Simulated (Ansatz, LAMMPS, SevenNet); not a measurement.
hcp Ru, elastic constant C12

Reference value: 188 GPa (measured, temperature not stated, no zero-point or thermal correction; as tabulated in Mehl and Papaconstantopoulos (1996), arXiv:mtrl-th/9602003).

```
level (code)                         value (GPa)  cell (Å³/atom)  difference (%)
-----------------------------------  -----------  --------------  --------------
Lennard-Jones jacobson2022 (LAMMPS)          483           13.46            +157
SevenNet-l3i5 (SevenNet)                     263           13.94             +40
LDA (Ansatz)                                 217           13.09           +15.4
PBE (Ansatz)                                 181           13.77            -3.7
PBEsol (Ansatz)                              203           13.32            +8.0
r²SCAN (Ansatz)                              198           13.49            +5.3
```

Leaving aside Lennard-Jones jacobson2022, which can be fitted to such values or carry a doubt: The reference's temperature isn't stated, so close values are not ranked against it. Off by more than 25 % (a bound picked here): SevenNet-l3i5 (+40 %).

The reference has no zero-point or thermal correction, while the calculations are for a static lattice, so the differences are not the levels' errors alone.  Each level is taken at its own relaxed cell. Cutoffs differ between the levels. Ansatz's density-functional and Hartree–Fock values are scalar-relativistic unless marked +SOC, with PAW data made under PBE.

Empirical potentials (Lennard-Jones jacobson2022) are fitted to chosen data, which need not cover the solid at hand: agreement can be built in, and what lay outside the fit can be far off. Machine-learned potentials (SevenNet-l3i5) are trained on DFT data, which may include these solids.

Differences are worked out from the printed values.

Ansatz is a program for electronic structure.
